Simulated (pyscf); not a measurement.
Structures and frequencies: ωB97X-D3(BJ)/def2-SVP in PySCF. Correlated levels are frozen-core, on RHF or UHF. ΔMP2 is the change of the MP2 total energy from the triple- to the quadruple-zeta basis.

SMILES: [CH3][BiH2]
```xyz
7

C      0.5175     1.4436    -0.7519
Bi     0.2471    -0.5879     0.1955
H      1.0754     1.3244    -1.6915
H     -0.4557     1.9076    -0.9556
H      1.0956     2.0797    -0.0667
H     -1.0174    -1.0655    -0.9759
H     -0.9989     0.0080     1.3320
```

**Question.** How much does it cost (ΔH, 298 K, CCSD(T)/def2-TZVPP + ΔMP2(QZVPP)) to split H₃C–BiH₂ at its Bi–C bond into CH₃• + BiH₂•?

**Answer.** Bi–C to CH₃• + BiH₂•: 213.0 kJ/mol. The CCSD(T) − MP2 part came from Ansatz, without density fitting, on the same reference. The frozen core leaves the outer d or s,p core shells of the metals and heavy elements correlated in the MP2 and CC values, and def2-TZVPP describes them poorly, which can shift differences by a few kcal/mol. Elements past Kr carry the def2 core potentials, without spin-orbit coupling.
